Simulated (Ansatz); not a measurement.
C3H4FNO (`N=C(O)C=CF`) at its PBE0-D4/def2-TZVP geometry, where that method's forces vanish. Total charge 0; spin multiplicity 1.

```xyz
10

N    -0.6558    1.5563    0.2018
C    -0.7274    0.3846   -0.2691
O    -1.7957    0.0313   -1.0124
C     0.2016   -0.7453   -0.1488
C     1.3621   -0.7559    0.4889
F     1.8570    0.3002    1.1312
H     0.1899    1.6979    0.7401
H    -2.3602    0.8156   -1.0491
H    -0.0892   -1.6685   -0.6336
H     2.0177   -1.6161    0.5510
```

Task: What forces (eV/Å) does r2SCAN-D4/def2-TZVPP give on these atoms in Ansatz? (Estimate.)

Result: Ansatz gave: 
```
N1  -0.023  0.415  0.137
C2   0.287 -0.260  0.071
O3  -0.255 -0.159 -0.203
C4  -0.256  0.005 -0.143
C5   0.105 -0.320 -0.049
F6   0.114  0.277  0.159
H7   0.025 -0.013  0.009
H8  -0.024  0.048  0.004
H9   0.012 -0.006  0.003
H10  0.015  0.013  0.012
```
